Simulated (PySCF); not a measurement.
## TDDFT excited states: C3H5FO2

C₃H₅FO₂.
Numbering: `[CH3:1][O:2][CH2:3][C:4](=[O:5])[F:6]` (hydrogens: H7, H8, H9 on C1; H10, H11 on C3)

Structure used (GFN2-xTB), in Å, numbered top down from 1:
```
atom  x, y, z in Å
C1    -1.4915   -0.4571   -0.0724
O2    -0.6064    0.4588   -0.6862
C3     0.5000    0.8059    0.0887
C4     1.5134   -0.2949    0.2507
O5     1.5115   -1.4144   -0.1095
F6     2.5822    0.1828    0.9621
H7    -1.0151   -1.4235    0.1090
H8    -2.3153   -0.5855   -0.7703
H9    -1.8734   -0.0566    0.8740
H10    0.2097    1.1417    1.1001
H11    0.9904    1.6453   -0.4173
```

Theory: TDDFT B3LYP/def2-SVPD, vertical, gas phase, core orbitals frozen in the response (PySCF).

```
state  λ (nm)  E (eV)       f  |μ| (D)  main configurations (H = HOMO, L = LUMO)
   S1   220.0    5.64  0.0026     0.35                     H→L (88%), H-1→L (9%)
   S2   192.7    6.43  0.0021     0.29       H-1→L (73%), H-2→L (15%), H→L (11%)
   S3   174.4    7.11   0.014     0.71                               H→L+1 (98%)
   S4   166.2    7.46   0.017     0.78                  H-2→L (81%), H-1→L (17%)
   S5   154.3    8.04   0.014     0.68                  H→L+3 (73%), H→L+2 (18%)
   S6   153.9    8.06  0.0076     0.50                  H→L+2 (80%), H→L+3 (19%)
   S7   146.7    8.45   0.027     0.91                             H-1→L+1 (95%)
   S8   145.0    8.55   0.035     1.04                               H→L+4 (92%)
```

Triplets (Tamm–Dancoff): T1 5.19 eV, H→L (71%), H-1→L (22%); T2 6.13 eV, H-1→L (55%), H→L (28%), H-2→L (15%); T3 6.61 eV, H-3→L (69%), H-2→L (14%).

The lowest singlet comes at 220 nm (544 kJ/mol) in the ultraviolet; it is very weak; its leading configuration is HOMO→LUMO (88%). The strongest level in the table is S8 at 8.55 eV (145 nm, f = 0.035). It is the last of those listed, so stronger ones may follow. Löwdin shares by element: HOMO oxygen 60%, carbon 18% or more (atoms not listed hold the other 21%); LUMO carbon 49% or more, oxygen 33% or more, fluorine 9%. Orbital energies (eV): HOMO-3 -10.87, HOMO-2 -9.68, HOMO-1 -9.26, HOMO -7.99, LUMO -1.11, LUMO+1 0.12, LUMO+2 0.98. The oscillator strengths of these states sum to 0.119; summed over the whole spectrum of an exact calculation they would give the number of electrons, 48 (Thomas–Reiche–Kuhn). Weighted by f, the mean energy of these states is 8.01 eV. Singlets were solved by full linear response, triplets in the Tamm–Dancoff approximation.

One conformer stands for the species.
